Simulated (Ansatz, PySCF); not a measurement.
This Ansatz (a first-principles code) input computes a CAM-B3LYP/def2-TZVPD energy:

Ansatz 0.2 input:
```yaml
crystal:
  periodic: [false, false, false]
  atoms:
    - {symbol: C, position_ang: [0.90052546, -0.56668612, 0.03712340]}
    - {symbol: C, position_ang: [2.39178388, -0.21072444, 0.02785972]}
    - {symbol: C, position_ang: [0.08456244, 0.71356583, 0.13061417]}
    - {symbol: H, position_ang: [0.69681967, -1.19993557, 0.91006203]}
    - {symbol: H, position_ang: [0.69360926, -1.20636106, -0.84731521]}
    - {symbol: H, position_ang: [3.02621860, -1.10472435, -0.00015858]}
    - {symbol: Cl, position_ang: [-1.77223671, 0.11251524, -0.02631381]}
    - {symbol: H, position_ang: [2.63936733, 0.39901487, -0.84795219]}
    - {symbol: H, position_ang: [2.64612132, 0.37695155, 0.91395249]}
    - {symbol: H, position_ang: [0.16465716, 1.20536388, -0.85483764]}
basis:
  gaussian:
    orbitals: def2-TZVPD
hamiltonian:
  xc: {name: CAM-B3LYP}
total_charge: -1
output: {forces: true}
```

Question: Write an input for the same energy in PySCF and say what it gives.

Answer: 
```python
from pyscf import gto, scf, dft

mol = gto.M(
    atom='''
    C     0.90052546   -0.56668612    0.03712340
    C     2.39178388   -0.21072444    0.02785972
    C     0.08456244    0.71356583    0.13061417
    H     0.69681967   -1.19993557    0.91006203
    H     0.69360926   -1.20636106   -0.84731521
    H     3.02621860   -1.10472435   -0.00015858
    Cl   -1.77223671    0.11251524   -0.02631381
    H     2.63936733    0.39901487   -0.84795219
    H     2.64612132    0.37695155    0.91395249
    H     0.16465716    1.20536388   -0.85483764
    ''',
    basis='def2-tzvpd',
    charge=-1,
    spin=0,
    verbose=4,
)

mf = dft.RKS(mol, xc='camb3lyp').density_fit(auxbasis='def2-universal-jkfit')
mf.grids.level = 3
mf.conv_tol = 1e-9
mf.max_cycle = 100
mf.max_memory = 1500
mf.kernel()
if not mf.converged:
    mf = mf.newton()
    mf.kernel(mf.make_rdm1())
mf.analyze()
```
It gives -578.09253 Eh, and Ansatz -578.09245 Eh, a difference of 0.08 mEh, from the treatment of integrals and grids.

It need not be the lowest isomer of its formula. Whether it binds its extra electron was not tested at this geometry.
